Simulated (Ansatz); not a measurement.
A nudged elastic band was laid between two geometries of C$_{3}$H$_{5}$NO (10 atoms, charge 0, multiplicity 1).

The calculation used Ansatz 0.2.0, RKS r2SCAN-D4/def2-SVP.

```
movable images  : 7
climbing image  : yes
spring          : 5.0 eV/Å²
optimiser       : quadratic models (default)
start path      : through a guess of the saddle point
force threshold : 0.05 eV/Å
iteration limit : 60
end points      : relaxed
```

Image 0:

```xyz
10
Properties=species:S:1:pos:R:3
C -0.554 -0.307 1.705
C 0.238 0.036 0.684
C -0.266 -0.057 -0.722
N 0.643 0.321 -1.671
O -1.391 -0.436 -1.005
H -0.219 -0.252 2.744
H -1.571 -0.655 1.494
H 1.263 0.387 0.858
H 0.365 0.280 -2.645
H 1.576 0.632 -1.439
```

Image 8:

```xyz
10
Properties=species:S:1:pos:R:3
C 0.027 -0.551 1.461
C -0.282 0.528 0.730
C -0.333 0.587 -0.762
N 0.419 -0.341 -1.432
O -1.040 1.402 -1.335
H -0.013 -0.529 2.554
H 0.301 -1.506 0.999
H -0.614 1.457 1.207
H 0.439 -0.269 -2.443
H 1.178 -0.829 -0.976
```

What changes between the two ends?

No bond is made or broken. The dihedral H8–C2–C3–N4 goes from 0 to 161°.

Give the energies along the band, and the barrier.

The forces met the threshold. The highest image is number 4 of 0 to 8, 0.264 eV above the first end and 0.184 eV above the last; the last end lies 0.081 eV above the first. A vibrational analysis at the climbing image gives one clearly imaginary mode, 141i cm⁻¹: a first-order saddle point.

```csv
image,path coordinate (Å),energy (eV),dihedral H8–C2–C3–N4 (°)
0,0.00,0.000,0
1,0.63,0.029,17
2,1.27,0.115,37
3,1.90,0.217,59
4,2.53,0.264,84
5,3.05,0.234,105
6,3.57,0.165,126
7,4.09,0.102,144
8,4.61,0.081,161
```

What is the geometry of the highest image?


```xyz
10
Properties=species:S:1:pos:R:3
C -0.292 -0.538 1.586
C 0.008 0.426 0.711
C -0.381 0.374 -0.745
N 0.619 -0.033 -1.578
O -1.486 0.701 -1.138
H -0.040 -0.445 2.647
H -0.808 -1.451 1.272
H 0.515 1.344 1.041
H 0.437 -0.078 -2.574
H 1.510 -0.353 -1.221
```

What are the harmonic wavenumbers there?

141i, 263, 271, 307, 507, 593, 700, 745, 823, 938, 1000, 1059, 1082, 1273, 1338, 1428, 1578, 1700, 1810, 3132, 3147, 3238, 3574, 3724 cm⁻¹.

The run took 3.7 min on 2 threads of Arm Neoverse V1, on a shared host, peak memory 0.19 GiB.
